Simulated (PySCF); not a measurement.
## C3H5P: core ionisation energies

Compound: C3H5P.
Z-matrix (Å and degrees, GFN2-xTB geometry), rows numbered from 1:
```
C 
C   1  1.3343
C   2  1.4304  1  123.50
P   3  1.6840  2  126.66  1  -179.97
H   1  1.0761  2  121.95  3  -179.99
H   1  1.0775  2  121.41  3     0.02
H   2  1.0838  1  119.93  3  -180.00
H   3  1.0840  2  116.34  1     0.00
H   4  1.4072  3   96.77  2    -0.08
```

Computed with PySCF, delta-SCF UKS SCAN, pcX-2 on the ionised atom, pcseg-1 elsewhere, spin-free X2C. These are vertical core ionisation energies against the vacuum level, from separate self-consistent calculations with and without the core hole.

Give the core binding energies atom by atom.

| atom(s) | environment | level | binding energy (eV) | 2p1/2 (eV) | above the level's lowest (eV) | count |
| --- | --- | --- | --- | --- | --- | --- |
| C1 | terminal =CH2 carbon | C 1s | 290.08 | – | 0.00 | 1 |
| C2 | alkene CH carbon | C 1s | 290.88 | – | +0.80 | 1 |
| P4 | phosphorus bonded to C and H | P 2p3/2 | 135.89 | 136.78 | 0.00 | 1 |
| P4 | phosphorus bonded to C and H | P 1s | 2149.37 | – | 0.00 | 1 |

Lowest listed C 1s: C1, bonded to C (double bond) and 2 H. Highest, 0.80 eV above it: C2, bonded to C (double bond), C and H. Summing the Pauling electronegativity differences to the bonded atoms, each weighted by its formal bond order, gives -0.70 for the lowest site and -0.35 for the highest.

Which photon wavelength matches the C 1s of C2 threshold?

λ = hc/E = 12398.42 eV Å / 290.88 eV = 42.624 Å.

Which photon energy gives electrons from C 1s of C2 a kinetic energy of 50 eV, and what is their de Broglie wavelength?

hν = 290.88 + 50 = 340.88 eV, recoil neglected; λ = 12.264 Å/√(E/eV) = 1.73 Å.

The list is incomplete; no value stands for C 1s of C3 (hole states with ⟨S²⟩ of 1 or more are left out). Spin contamination (⟨S²⟩ against 0.75 for a pure doublet) is marked for C 1s of C2 (0.94), which makes this value less certain. The 2p values add to the ΔSCF energy of one spin-free hole a correction within the shell (spin–orbit coupling, ligand field). 2p1/2 minus 2p3/2 (ligand field included): P 0.89 eV. One conformer (not necessarily the lowest) at the GFN2-xTB geometry, without solvent, vibrations or thermal averaging.
